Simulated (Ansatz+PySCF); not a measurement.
Values are calculated unless marked as measured or tabulated.
Several solutions for singlet C2H4

```
atom    x (Å)    y (Å)    z (Å)
   C   0.0000   0.0000  -0.7234
   C   0.0000   0.0000   0.7234
   H   0.0000  -0.9325  -1.3026
   H   0.0000   0.9325  -1.3026
   H  -0.9325   0.0000   1.3026
   H   0.9325   0.0000   1.3026
```

Basis set: cc-pVDZ (spherical functions). Charge 0, multiplicity 1.

RHF was run from several starts with Ansatz (development build ahead of 0.2.0) and PySCF 2.14.0.

| run | program | start | converged | energy (hartree) | <S²> |
| --- | --- | --- | --- | --- | --- |
| A | PySCF | guess 1e, instabilities followed | yes | -77.86595 | 0.00 |
| B | Ansatz | search for the lowest state | yes | -77.86595 | 0.00 |
| C | Ansatz | stability test followed | yes | -77.86595 | 0.00 |
| D | PySCF | program defaults | yes | -77.86595 | 0.00 |
| E | PySCF | guess atom, instabilities followed | yes | -77.86595 | 0.00 |
| F | Ansatz | atomic start, no search | yes | -77.83452 | 0.00 |
| G | PySCF | guess huckel, instabilities followed | yes | -77.86595 | 0.00 |
| H | PySCF | guess minao, instabilities followed | yes | -77.86595 | 0.00 |

(1) Which runs reached the lowest solution of this kind, and what is wrong with the others?

Answers

(1) A, B, C, D, E, G, H reached the lowest solution found. Converged but too high: F by 0.86 eV. Convergence only shows a stationary point, and even a stable one can lie too high; stability tests and further starts are what find lower ones. Caution: an unrestricted determinant lies well below (2.99 eV lower). Caution: the determinant breaks the point group.
